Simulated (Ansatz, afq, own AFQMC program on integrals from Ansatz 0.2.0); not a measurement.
Integrals from Ansatz 0.2.0, then the random walk in our own AFQMC program (afq).

```yaml
crystal:
  periodic: [false, false, false]
  atoms:
    - {symbol: Ge, position_ang: [-0.030434, -0.030397, 0.323196]}
    - {symbol: O, position_ang: [0.085417, 0.093438, -1.454636]}
    - {symbol: H, position_ang: [0.756113, -1.288719, 0.794928]}
    - {symbol: H, position_ang: [0.624115, 1.276658, 0.825245]}
    - {symbol: H, position_ang: [-0.542817, 0.719564, -1.822242]}
basis:
  gaussian: {orbitals: cc-pVDZ}
magnetization: {spin_polarized: false, initial_magnetization: 1}
correlation: {method: ccsd_t, electrons: outside_noble_gas, hamiltonian_folder: ham}
```

```sh
$ ansatz run in.yaml --threads 1 --pin off --events-out ev --progress --plain --max-ram 1382MiB
```

afq runs on the folder ham with

```
--method phaseless --trial cisd --walkers 60 --populations 1 --least-time 40 --time-step 0.005 --steps-per-block 50 --equilibration-blocks 40 --max-blocks 300 --target-error 0.00086 --factor-cut 1e-05 --start spin_pure --seed 7 --release-times 0.24,0.51,0.99,1.62,2.4 --release-step 0.03 --release-every 4 --taylor-order 6
```

Times are imaginary, in 1/Eh. The walk had a cap of 1976 s. Filled inner d shells are frozen with the cores.

Output of the walk:

```
orbitals 41  electrons 7 6  factors 331 of 584
reference energy -2151.91988451 Eh
CCSD correlation -0.29931092 Eh in 12 cycles, weight of the determinant in the CISD state 0.8902
energy of the start -2152.219194 Eh
 block  time / (1/Eh)  mean weight  energy / Eh
     1     0.250  1.0000  -2152.215276
     2     0.500  0.9994  -2152.216339
     3     0.750  0.9990  -2152.220189
     4     1.000  1.0000  -2152.221363
     5     1.250  0.9991  -2152.227551
     8     2.000  1.0023  -2152.223863
    11     2.750  1.0020  -2152.224149
    26     6.500  1.0014  -2152.221768
    41    10.250  0.9996  -2152.225177
    56    14.000  0.9985  -2152.234285
    71    17.750  0.9979  -2152.227688
    86    21.500  0.9953  -2152.223868
   101    25.250  1.0008  -2152.238002
   116    29.000  1.0001  -2152.229384
   131    32.750  1.0034  -2152.227462
   141    35.250  1.0007  -2152.218344
   146    36.500  1.0012  -2152.222589
   161    40.250  0.9956  -2152.222691
   176    44.000  1.0000  -2152.219742
   191    47.750  1.0029  -2152.226705
   196    49.000  1.0015  -2152.220529
blocks merged  error / Eh  count
     1  0.000385  160
     2  0.000444  80
     4  0.000467  40
     8  0.000483  20
    16  0.000610  10
released: time / (1/Eh)  energy / Eh  error  mean overlap
  0.24  -2152.225242  0.000555  0.9999
  0.51  -2152.226122  0.000505  1.0044
  0.99  -2152.226063  0.000672  1.0223
  1.62  -2152.226479  0.000795  1.0189
  2.40  -2152.227603  0.001238  0.9941
energy -2152.225790 +/- 0.000483 Eh
(rows thinned)
```

The run passed its tests (sampling time, drift between the halves within three errors, error under three times the target), which doesn't prove that it has relaxed.

Against this walk (error 13.1 meV) on the same determinant: CCSD(T) 3.1 meV higher (within the noise). The error is statistical and leaves out the bias of the constraint. Released to 1.62 1/Eh the energy moves by -19 ± 25 meV (both errors), within twice the noise.

Cautions: constraint bias not in the error; no relativity below Rb; no spin-orbit coupling; inner d shell frozen.

The walk took 12 min on 1 thread of Arm Neoverse N1 (shared host). The log's last line is the phaseless energy.
